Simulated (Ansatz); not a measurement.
Barrier HO + C2H6 (SMILES CC) via C2H7O, on the benchmark's geometries as Psi4's copy gives them; open shells unrestricted, no zero-point energy, no spin–orbit coupling.
Transition structure (charge 0, multiplicity 2, Z-matrix in Å and degrees):
```
C
H 1 1.0878
H 1 1.0881 2 110.78
H 1 1.2048 2 104.19 3 113.23
O 4 1.3300 2 146.90 1 175.40
H 5 0.9669 4 96.80 2 -88.74
C 1 1.5129 2 114.31 3 -130.45
H 7 1.0891 1 111.17 2 -175.83
H 7 1.0891 8 108.09 1 -122.25
H 7 1.0924 8 107.89 9 -116.37
```

Programs: Ansatz (a first-principles code) with Gaussian orbitals. 

The barrier height (kcal/mol) and the share of exact exchange:

```tsv
functional	exact exchange (%)	value
PBE/def2-TZVPPD	0	-8.65
PBE0/def2-TZVPPD	25	-0.80
BLYP/def2-TZVPPD	0	-5.78
B3LYP/def2-TZVPPD	20	-0.68
BHLYP/def2-TZVPPD	50	7.27
r2SCAN/def2-TZVPPD	0	-4.06
```

Question: Take the value as linear in the share of exact exchange along PBE and PBE0. Give the slope, say whether the sign turns, and set the other functionals against that line.

Answer: 
Slope: (-0.80 − (-8.65))/2.5 = 3.14 kcal/mol for each 10 %. The line crosses zero at 28 %, where the sign would turn. At 50 % it gives 7.0 kcal/mol. The LYP pair gives (7.27 − (-5.78))/5 = 2.61 for each 10 %. BHLYP, at 50 %, lies 0.2 from the PBE line. B3LYP, at 20 %, lies 1.7 from the PBE line. r2SCAN, with none, stands 4.6 from PBE.
